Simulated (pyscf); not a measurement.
Single points on ωB97X-D3(BJ)/def2-SVP structures (PySCF, gas phase). MP2 and CC: frozen core, UHF for open shells. ΔMP2 is the change of the MP2 total energy from the triple- to the quadruple-zeta basis.

SMILES: [NH](N)[GeH3]
```xyz
9

N     -0.4726     0.6331    -2.6898
N     -0.6589     0.2167    -1.3568
Ge    -0.8315     1.4564    -0.0161
H      0.4999     0.9032    -2.8310
H     -1.0589     1.4358    -2.9294
H     -1.2287    -0.6220    -1.3122
H     -1.2049     0.7049     1.2703
H     -1.9137     2.5090    -0.3580
H      0.5112     2.1913     0.1383
```

Task: What is the homolytic dissociation enthalpy (298 K, CCSD(T)/def2-TZVPP + ΔMP2(QZVPP)) of the N–N bond of `[NH2][NH][GeH3]`, to NH₂• + •HN–GeH₃?

Result: N–N to NH₂• + •HN–GeH₃: 65.2 kcal/mol. H₂N–NH–GeH₃ lies 44.8 kcal/mol over its isomer H₂N–GeH₂–NH₂, and others may lie lower still (electronic energy, ωB97M-D3(BJ)). •HN–GeH₃ lies 28.5 kcal/mol over its isomer H₂N–GeH₂•, and others may lie lower still (electronic energy, ωB97M-D3(BJ)). The CCSD(T) − MP2 part came from Ansatz, without density fitting, on the same reference. The frozen core leaves the outer d or s,p core shells of the metals and heavy elements correlated in the MP2 and CC values, and def2-TZVPP describes them poorly, which can shift differences by a few kcal/mol. Elements up to Kr have no core potential and no relativistic terms here.
